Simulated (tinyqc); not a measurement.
Inside a calculation. Method: Born-Oppenheimer dynamics on the RHF/sto-3g surface (energies and gradients from PySCF), for OH-, spin multiplicity 1. The basis has no diffuse functions, so it cannot describe the extra electron: this is an exercise in the method, not the real anion. Computed by tinyqc, a small Python program that keeps every step (integrals from PySCF). Settings: charge = -1, multiplicity = 1, basis = sto-3g, time step (fs) = 0.2, steps = 24. Command: `OMP_NUM_THREADS=1 python tinyqc.py 27413 27414 out.jsonl` (the two numbers bound the seeds that draw the settings). One thread of a shared host (Intel(R) Xeon(R) Processor @ 2.60GHz), about 1 s of CPU time with the checks.

## Velocity Verlet step 1

positions (bohr):
```
           x         y         z
1O  0.000000  0.000000  0.000000
2H  0.000000  0.000000  2.046573
```

velocities (bohr per atomic time unit):
```
               x             y             z
1O  -0.000068640  -0.000104619   0.000037284
2H   0.001089360   0.001660381  -0.000591716
```

gradient (hartree/bohr):
```
             x           y            z
1O  0.00000000  0.00000000  -0.00995108
2H  0.00000000  0.00000000   0.00995108
```

masses (electron masses): 1O 29156.946388, 2H 1837.152588

gradient after step 1 (hartree/bohr):
```
              x            y            z
1O  -0.00003827  -0.00005834  -0.00815946
2H   0.00003827   0.00005834   0.00815946
```

dt = 0.2 fs = 8.2683 atomic units; x' = x + v dt - g dt^2 / (2m); after the new gradient g', v' = v - (g + g') dt / (2m).

positions after step 1 (bohr):
```
            x          y         z
1O  -0.000568  -0.000865  0.000320
2H   0.009007   0.013728  2.041496
```

velocities after step 1 (bohr per atomic time unit):
```
               x             y             z
1O  -0.000068634  -0.000104611   0.000039851
2H   0.001089274   0.001660250  -0.000632471
```

## Velocity Verlet step 2

gradient after step 2 (hartree/bohr):
```
              x            y            z
1O  -0.00005906  -0.00009001  -0.00627769
2H   0.00005906   0.00009001   0.00627769
```

As before.

positions after step 2 (bohr):
```
            x          y         z
1O  -0.001135  -0.001730  0.000659
2H   0.018013   0.027455  2.036115
```

velocities after step 2 (bohr per atomic time unit):
```
               x             y             z
1O  -0.000068620  -0.000104590   0.000041898
2H   0.001089055   0.001659916  -0.000664958
```

## Energy conservation

The total energy should stay constant up to terms of order dt^2; the step counts as short enough if it moves by less than 2 % of the largest kinetic energy.

Trajectory:
```
time (fs)  1O-2H (angstrom)  potential (hartree)  kinetic (hartree)  total (hartree)
0.000000           1.083000         -74.06487320         0.00419260     -74.06068059
0.200000           1.080183         -74.06492141         0.00424071     -74.06068070
0.400000           1.077275         -74.06496110         0.00428032     -74.06068078
0.600000           1.074315         -74.06499078         0.00430996     -74.06068083
0.800000           1.071346         -74.06500952         0.00432869     -74.06068083
1.000000           1.068409         -74.06501698         0.00433618     -74.06068080
1.200000           1.065547         -74.06501346         0.00433274     -74.06068072
1.400000           1.062801         -74.06499992         0.00431932     -74.06068061
1.600000           1.060215         -74.06497791         0.00429744     -74.06068046
1.800000           1.057825         -74.06494947         0.00426918     -74.06068029
2.000000           1.055671         -74.06491707         0.00423695     -74.06068011
2.200000           1.053785         -74.06488336         0.00420343     -74.06067993
2.400000           1.052196         -74.06485108         0.00417133     -74.06067975
2.600000           1.050932         -74.06482280         0.00414320     -74.06067961
2.800000           1.050011         -74.06480077         0.00412128     -74.06067949
3.000000           1.049449         -74.06478672         0.00410731     -74.06067941
3.200000           1.049256         -74.06478177         0.00410238     -74.06067939
3.400000           1.049433         -74.06478631         0.00410690     -74.06067941
3.600000           1.049979         -74.06479998         0.00412050     -74.06067948
3.800000           1.050884         -74.06482170         0.00414210     -74.06067960
4.000000           1.052134         -74.06484975         0.00417000     -74.06067975
4.200000           1.053709         -74.06488191         0.00420199     -74.06067992
4.400000           1.055583         -74.06491561         0.00423550     -74.06068011
4.600000           1.057727         -74.06494813         0.00426784     -74.06068029
4.800000           1.060106         -74.06497679         0.00429633     -74.06068046
```

The total energy moves within 1.4e-06 hartree, under 2 % of the largest kinetic energy.
